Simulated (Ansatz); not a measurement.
# CH₂O₂ (singlet): the correlation ladder, cc-pVDZ

The task here is to estimate one member of a computed series from the others.

Method: cc-pVDZ, core rule «outside noble gas», up to 3 orbitals frozen; program: Ansatz 0.2.0, Gaussian basis.

To be run: UHF; CCSD(T) on RHF; CCSDT(Q) on RHF; CCSDTQ on RHF.

2 further runs of the same task are left out: 2 set aside as unsound or not needed.

## The geometry

The geometry is an MP2(full)/6-31G* stationary point (not a proven minimum).

5 atoms, charge 0, spin multiplicity 1.

Atoms are counted from 1 here; the program's logs count them from 0.

Bond lengths: O1–C2 1.350 Å, O1–H4 0.980 Å, C2–O3 1.212 Å, C2–H5 1.096 Å. Angles: C2–O1–H4 106.0°, O1–C2–O3 125.1°, O1–C2–H5 109.4°, O3–C2–H5 125.5°.

Set-up of the first run:

in.yaml

```yaml
crystal:
  periodic: [false, false, false]
  atoms:
    - {symbol: O, position_ang: [-1.063089, -0.433995, 0.000000]}
    - {symbol: C, position_ang: [-0.022144, 0.426386, 0.000000]}
    - {symbol: O, position_ang: [1.147228, 0.106178, 0.000000]}
    - {symbol: H, position_ang: [-0.671714, -1.332697, 0.000000]}
    - {symbol: H, position_ang: [-0.399991, 1.455404, 0.000000]}
basis:
  gaussian: {orbitals: cc-pVDZ}
magnetization: {spin_polarized: true, initial_magnetization: 0}
hamiltonian: {xc: hf}
output: {orbitals: {seedname: orbitals}}
```

Launch:

```
ansatz run in.yaml --threads 1 --pin off --events-out ev --progress --plain --max-ram 2880MiB --backend cpu
```

Among the steps run: UHF; CCSD(T) on RHF; CCSDT(Q) on RHF; CCSDTQ on RHF.

One of the session's tables, all rows but one given; the rest of the session is left out.

It belongs to the step «Misses and costs». 

| method | from RCCSDTQ (meV) |
| --- | --- |
| RHF | +14454.8 |
| RMP2 | ? |
| RCCSD | +474.3 |
| RCCSD(T) | +53.9 |
| RCCSDT | +41.0 |
| RCCSDT(Q) | -6.2 |
| RCCSDTQ | 0 |

Q: Estimate the row for RMP2 from the others.

As computed: from RCCSDTQ (meV): +804.9. In the column «from RCCSDTQ (meV)» it lies between RCCSD (+474.3) and RHF (+14454.8).

With the free atoms at the same levels and basis (separate runs), the atomisation energy is 19.898 eV at RCCSDTQ, 19.862 eV at RCCSD(T), 13.881 eV at RHF.
